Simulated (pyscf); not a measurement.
# Substitution at Sn: H₃Sn–SnH₃ + methyl (CH₃•) → H₃C–SnH₃ + SnH₃•

Gas phase, doublet surface, charge 0. Bonds broken: Sn1–Sn2. Bonds formed: Sn1–C9. PySCF, gas phase, ωB97X-D3(BJ)/def2-SVP geometries.

Transition state (Å):

```xyz
12

Sn    -0.9127     0.3448     0.1200
Sn    -0.7250    -0.0125     2.9033
H     -0.3247    -1.2249    -0.2367
H      0.1662     1.6760     0.1022
H     -2.6027     0.6268     0.1544
H     -1.2417     1.3939     3.7374
H      0.8917    -0.3412     3.3708
H     -1.7024    -1.3233     3.4197
C     -1.0725     0.6487    -2.2513
H     -1.7652    -0.1326    -2.5856
H     -1.4603     1.6665    -2.3757
H     -0.0477     0.5178    -2.6180
```

One imaginary mode, 515i cm⁻¹; descent along it reached the two sides named.

```csv
bond,change,reactant side (Å),saddle,product side
Sn1–Sn2,breaks,2.7,2.8,3.7
Sn1–C9,forms,3.5,2.396,2.148
```

Electronic energies relative to the separated reactants (kcal/mol):

| level | barrier | reaction energy | reverse barrier |
|---|---|---|---|
| ωB97X-D3(BJ)/def2-TZVP | 7.2 | -4.7 | 11.9 |
| PBE/def2-TZVP | -0.2 | -11.8 | 11.6 |
| r²SCAN/def2-TZVP | 3.6 | -8.6 | 12.2 |
| B3LYP-D3(BJ)/def2-TZVP | 4.1 | -9.8 | 13.9 |
| PBE0-D3(BJ)/def2-TZVP | 3.5 | -9.9 | 13.4 |
| M06-2X/def2-TZVP | 4.8 | -18.5 | 23.4 |
| ωB97M-D3(BJ)/def2-TZVP | 8.1 | -12.6 | 20.8 |
| HF/def2-TZVP | 26.6 | -4.5 | 31.1 |

With ωB97M-D3(BJ)/def2-TZVP energies and thermal terms (ideal gas, 1 atm, RRHO with modes under 100 cm⁻¹ raised to 100, one conformer, R ln 2 for chiral ones without a mode under 150 cm⁻¹), in kcal/mol:

```
T (K)   ΔH‡   ΔG‡     ΔH     ΔG
-----  ----  ----  -----  -----
298     9.5  19.0  -11.0  -11.5
600     9.5  28.7  -11.8  -11.6
900    10.0  38.2  -12.2  -11.3
1200   10.5  47.5  -12.4  -11.0
```

At PBE this geometry lies under the reactants; that is no barrier but a single point on another level's saddle; such a level's own saddle, if it has one, lies nearer that side and is low. One saddle was located; it need not be the lowest between these sides. The angle at the attacked Sn is 180°. Elements past Kr carry the def2 core potentials, without spin-orbit coupling.
